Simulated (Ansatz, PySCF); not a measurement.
System: trichloro(silyl)silane, Si$_{2}$H$_{3}$Cl$_{3}$, net charge 0, singlet state. SMILES: [Si](Cl)(Cl)(Cl)[SiH3]
Geometry from a B3LYP-D3(BJ)/def2-TZVP (Ansatz, a first-principles code) optimisation:
```
Si
Cl 1 2.0558
Cl 1 2.0558 2 108.24
Cl 1 2.0558 2 108.24 3 117.10
Si 1 2.3325 2 110.68 3 -121.45
H 5 1.4794 1 108.48 2 -179.58
H 5 1.4794 6 110.44 1 -118.77
H 5 1.4794 6 110.44 7 -122.46
```
Charge 0, spin multiplicity 1.

HF/3-21G beside other levels, property by property. Terms: non-relativistic; valence correlation only; UHF or UKS for open shells; dispersion terms only where a functional's name holds one; atomisation electronic, to ground-state atoms; six Cartesian d functions in 6-31G* and its kin unless marked 5d; no spin-orbit coupling. CBS(X,Y): correlation extrapolated as X^-3; Hartree-Fock from the larger set. [CCSD(T)-MP2]/basis is that difference in the basis named. First-principles rows: single points at B3LYP-D3(BJ) geometries (Ansatz), with unscaled harmonic terms from B3LYP/6-31G* (Ansatz) at its own minima, enthalpies of formation by atomisation with measured atoms.

Coupled cluster (Ansatz) is a level with limits of its own, used here on species with T1 under 0.025 (0.045 for open shells) and stable references: (a) RI-MP2/CBS(cc-pV(T+d)Z,cc-pV(Q+d)Z)+[CCSD(T)-MP2]/cc-pV(T+d)Z; (b) CCSD(T)/CBS(aug-cc-pV(T+d)Z,aug-cc-pV(Q+d)Z); (c) CCSD(T)/CBS(cc-pV(T+d)Z,cc-pV(Q+d)Z).

```json
[
 {"property": "atomisation energy (kcal/mol)", "HF/3-21G (Ansatz)": "330.7", "BP86/def2-SVP (PySCF)": "573.6", "B3LYP/STO-3G (Ansatz)": "721.8", "M06-2X/6-31G* (5d) (PySCF)": "567.4", "to compare with": "587.3 coupled cluster (b)"},
 {"property": "Cl-Si bond dissociation enthalpy at 298 K, to [SiH3][Si](Cl)Cl + Cl atom (kcal/mol)", "HF/3-21G (Ansatz)": "54.0", "BP86/def2-SVP (PySCF)": "101.3", "B3LYP/STO-3G (Ansatz)": "101.1", "M06-2X/6-31G* (5d) (PySCF)": "102.9", "to compare with": "109.9 coupled cluster (b)"},
 {"property": "Si-Si bond dissociation enthalpy at 298 K, to [SiH3] (SiH3) + Cl[Si](Cl)Cl (kcal/mol)", "HF/3-21G (Ansatz)": "50.9", "BP86/def2-SVP (PySCF)": "69.6", "B3LYP/STO-3G (Ansatz)": "96.4", "M06-2X/6-31G* (5d) (PySCF)": "73.6", "to compare with": "78.9 coupled cluster (a)"},
 {"property": "enthalpy of formation at 298 K (kcal/mol)", "HF/3-21G (Ansatz)": "140.4", "BP86/def2-SVP (PySCF)": "-102.5", "B3LYP/STO-3G (Ansatz)": "-250.6", "M06-2X/6-31G* (5d) (PySCF)": "-96.3", "to compare with": "-116.1 coupled cluster (b)"},
 {"property": "H-Si bond dissociation enthalpy at 298 K, to [SiH2][Si](Cl)(Cl)Cl + H atom (kcal/mol)", "HF/3-21G (Ansatz)": "63.3", "BP86/def2-SVP (PySCF)": "86.5", "B3LYP/STO-3G (Ansatz)": "121.0", "M06-2X/6-31G* (5d) (PySCF)": "86.1", "to compare with": "89.6 coupled cluster (c)"}
]
```

As the rows show:
- atomisation energy: HF/3-21G lies 256.6 kcal/mol below coupled cluster.
- Cl-Si bond dissociation enthalpy at 298 K, to [SiH3][Si](Cl)Cl + Cl atom: HF/3-21G lies 55.9 kcal/mol below coupled cluster.
- Si-Si bond dissociation enthalpy at 298 K, to [SiH3] (SiH3) + Cl[Si](Cl)Cl: HF/3-21G lies 28.0 kcal/mol below coupled cluster.
- enthalpy of formation at 298 K: HF/3-21G lies 256.5 kcal/mol above coupled cluster.
- H-Si bond dissociation enthalpy at 298 K, to [SiH2][Si](Cl)(Cl)Cl + H atom: HF/3-21G lies 26.3 kcal/mol below coupled cluster.

The properties are those with a value to compare with, at most eight drawn at random. No case is left out for the size of its miss. Left out are saddle points of the reference geometry, anions that the best level run finds unbound, excited spin states, species near biochemistry, 298 K rows of species without real B3LYP wavenumbers, cases with under five habitual levels, runs that failed or that the program found above a lower state of the same kind, table entries that another table contradicts, and a share of species set aside by lot.
